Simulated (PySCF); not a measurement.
## Si2H6O

Si2H6O is a small molecule, neutral, singlet. The structure, one conformer, was relaxed in the gas phase by PBE0-D3(BJ)/def2-SVP. No frequency run checks that it is a minimum.

SMILES: [SiH3]O[SiH3]

Coordinates in Å:
```
Si1    -0.782   -1.224    0.771
O2     -0.015    0.021    0.016
Si3     0.789    1.222   -0.770
H4      0.144   -2.387    0.906
H5     -1.227   -0.793    2.129
H6     -1.976   -1.640   -0.023
H7      1.053    0.819   -2.184
H8      2.091    1.491   -0.090
H9     -0.032    2.468   -0.763
```

Shieldings: GIAO PBE0/pcSseg-2. Shifts are against computed references at the same level: H TMS (σ 31.24 ppm), Si TMS (σ 341.3 ppm). Core levels by delta-SCF with SCAN, pcX-2 on the ionised atom and pcseg-1 elsewhere, spin-free X2C (2p3/2 is the spin-free 2p value less a third of a first-order spin-orbit splitting); from the vacuum level, for chosen atoms.

Question: Give the shieldings and core levels atom by atom.

Answer: 
```tsv
atoms	bonded to	σ (ppm)	δ (ppm)	core level (eV)
Si1 Si3	1 O + 3 H	385.6	-44.3	2p3/2 107.68
O2	2 Si	332.2	-	1s 538.03
H4 H5 H6	1 Si	26.13	5.12	-
H7 H8 H9	1 Si	26.13	5.12	-
```

Values are those of this one static structure, with the three H of a rotating XH3 group averaged; atoms that internal rotation interchanges would show their mean in an NMR spectrum.

Question: By CAM-B3LYP/def2-SVPD (TDDFT singlets, Tamm-Dancoff triplets, ionisation by delta-SCF), where does absorption start, and what does vertical ionisation take?

Answer: The lowest singlet lies at 7.23 eV (f 0.001), the strongest of the first 6 at 8.39 eV (f 0.126), the lowest triplet at 6.88 eV; vertical ionisation takes 10.92 eV.
